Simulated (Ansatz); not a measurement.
Two structures of CH8Si2, singlet, reached by relaxing down either side of one saddle point (PBE0-D4/def2-TZVP). Energies are electronic, without zero-point energy. Program: Ansatz 0.2.0. Basis: def2-TZVPP and def2-QZVPP. Cores are frozen in the correlated methods. Extrapolation: Hartree–Fock as exp(−7.88 √X), correlation as X^−2.97. First:

Si1  (-1.052, 0.547, 0.955)
Si2  (1.286, 1.019, 1.016)
H3  (-0.302, -0.458, -0.695)
C4  (-0.907, -1.343, -0.994)
H5  (-1.222, 1.558, -0.174)
H6  (1.366, 2.317, 1.755)
H7  (1.976, 1.204, -0.294)
H8  (2.072, 0.021, 1.795)
H9  (-0.740, -2.170, -0.309)
H10  (-1.967, -1.114, -1.073)
H11  (-0.510, -1.582, -1.983)
(Å)

Second:

| atom | x (Å) | y (Å) | z (Å) |
| --- | --- | --- | --- |
| Si1 | -0.4887 | 0.5293 | -0.4726 |
| Si2 | 1.2025 | 0.7828 | 1.1257 |
| H3 | -0.0597 | 1.1991 | -1.7334 |
| C4 | -0.8646 | -1.2806 | -0.7966 |
| H5 | -1.7125 | 1.2301 | 0.0107 |
| H6 | 1.4916 | 2.2211 | 1.3760 |
| H7 | 2.4576 | 0.1256 | 0.6660 |
| H8 | 0.8004 | 0.1542 | 2.4149 |
| H9 | 0.0221 | -1.8006 | -1.1657 |
| H10 | -1.1937 | -1.7780 | 0.1183 |
| H11 | -1.6552 | -1.3830 | -1.5433 |

**Question.** Which bonds change from the first to the second?

**Answer.** Si₂H₄ ([SiH][SiH3]) + CH₄ → CH₈Si₂ ([CH3][SiH2][SiH3]); bonds formed: Si1–H3, Si1–C4; bonds broken: H3–C4.

**Question.** Give the saddle point's structure and its height above each. (To be estimated.)

**Answer.** Computed: 0.867 eV above the first and 3.057 eV above the second (CCSD(T) at an estimated basis limit (MP2 extrapolated from triple and quadruple zeta, plus CCSD(T) − MP2 in triple zeta)).
```
atom    x (Å)    y (Å)    z (Å)
 Si1  -1.1019   0.3161   0.7052
 Si2   1.2390   0.8579   0.8361
  H3   0.0354  -0.0892  -0.3651
  C4  -0.9481  -1.1727  -0.7590
  H5  -1.3828   1.4273  -0.2912
  H6   1.1989   2.1641   1.5481
  H7   2.0808   1.0576  -0.3829
  H8   1.9294  -0.1568   1.6766
  H9  -0.6694  -2.0854  -0.2354
 H10  -2.0014  -1.2088  -1.0396
 H11  -0.3801  -1.1101  -1.6927
```

The T1 diagnostic stays at or below 0.014. The restricted Hartree–Fock reference is unstable towards an unrestricted one at one or more of these structures. The start structure is not quite a true minimum (one mode of 38i cm⁻¹).

Losses and insertions of silylenes and their heavier kin drive the gas-phase chemistry of silicon and germanium vapour deposition.

Labels in which every atom is bracketed show which atoms are joined, not bond orders.

For scale, one of the runs: CCSD(T)/def2-TZVPP, 227 basis functions, launched by `ansatz run in.yaml --threads 4 --pin off --events-out ev --progress --plain --max-ram 9574MiB`. Time: 29 s of wall clock on 4 CPU threads of an Arm Neoverse V2; the host was shared. Peak host memory: 3.5 GiB.
